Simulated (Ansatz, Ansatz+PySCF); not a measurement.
```yaml
atoms:
  - { symbol: C, position_ang: [0.0000, 0.0000, -0.5438] }
  - { symbol: F, position_ang: [0.0000, 0.9419, 0.1813] }
  - { symbol: F, position_ang: [0.0000, -0.9419, 0.1813] }
```

RHF-MP2 on singlet CF2 was run in several spherical basis sets with Ansatz (development build ahead of 0.2.0). Frozen core: 3 orbitals. Caution for RHF-MP2: no unrestricted run beside it, a lower state can exist.

(1) Rank the basis sets by the total energy that they give, lowest first, with the distance from the lowest.
A. 6-31G(d)
B. cc-pVTZ
C. def2-TZVP
D. cc-pVDZ
E. def2-SVP

## Answers

(1) C (0.00 eV), B (0.25 eV), D (6.70 eV), A (8.23 eV), E (12.28 eV).

Totals follow the description of the cores as much as that of the bonds, so this order isn't one of quality for chemistry.
